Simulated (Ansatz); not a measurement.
# BeBH (singlet): the correlation ladder, cc-pVTZ

The task here is to estimate one member of a computed series from the others.

Method: cc-pVTZ, core rule «outside noble gas», up to 2 orbitals frozen; program: Ansatz 0.2.0, Gaussian basis.

To be run: UHF; CCSD(T) on RHF; CCSD(T) on UHF; BCCD(T) on RHF; CCSDT(Q) on RHF; CCSDT(Q) on UHF.

28 further runs of the same task are left out: 10 for a known fault of the program, 9 that didn't finish, 9 set aside as unsound or not needed.

## The system

The geometry is a PBE0/def2-TZVP stationary point (not a proven minimum).

3 atoms, charge 0, spin multiplicity 1.

Atoms are counted from 1 here; the program's logs count them from 0.

Bond lengths: B1–Be2 2.042 Å, Be2–H3 1.345 Å. Angles: B1–Be2–H3 180.0°.

Geometry (Å):

```
B     0.0000    0.0000    1.8098
Be    0.0000    0.0000   -0.2326
H     0.0000    0.0000   -1.5773
```

Set-up of the first run:

in.yaml

```yaml
crystal:
  periodic: [false, false, false]
  atoms:
    - {symbol: B, position_ang: [0.000000, 0.000000, 1.809825]}
    - {symbol: Be, position_ang: [0.000000, 0.000000, -0.232573]}
    - {symbol: H, position_ang: [0.000000, 0.000000, -1.577252]}
basis:
  gaussian: {orbitals: cc-pVTZ}
magnetization: {spin_polarized: true, initial_magnetization: 0}
hamiltonian: {xc: hf}
output: {orbitals: {seedname: orbitals}}
```

The run is started by

```console
$ ansatz run in.yaml --threads 1 --pin off --events-out ev --progress --plain --max-ram 2393MiB
```

Among the steps run: UHF; CCSD(T) on RHF; CCSD(T) on UHF; BCCD(T) on RHF; CCSDT(Q) on RHF; CCSDT(Q) on UHF.

One table of the session follows, with a row left open; its other results are not shown here.

```
   method  from RCCSDT(Q) (kcal/mol)
      RHF                     +92.12
      UHF                     +79.64
     RMP2                     +24.74
     UMP2                     +23.66
    RCCSD                      +3.12
    UCCSD                          ?
 RCCSD(T)                      +0.72
 UCCSD(T)                      +0.94
  BCCD(T)                      +0.72
   RCCSDT                      +0.17
   UCCSDT                      +0.22
RCCSDT(Q)                          0
UCCSDT(Q)                      +0.04
```

Estimate the missing values for UCCSD.

**Answer.** from RCCSDT(Q) (kcal/mol): +3.10. In the column «from RCCSDT(Q) (kcal/mol)» it lies between UCCSD(T) (+0.94) and RCCSD (+3.12).

Limits of these values: The determinant is far from a pure spin state, so its energy mixes those of several spin states (harmless only where they are near-degenerate, as at dissociation). Restricted and unrestricted rows rest on different reference determinants; where their highest levels disagree by more than a few hundredths of an eV, they describe different states and don't form one ladder.
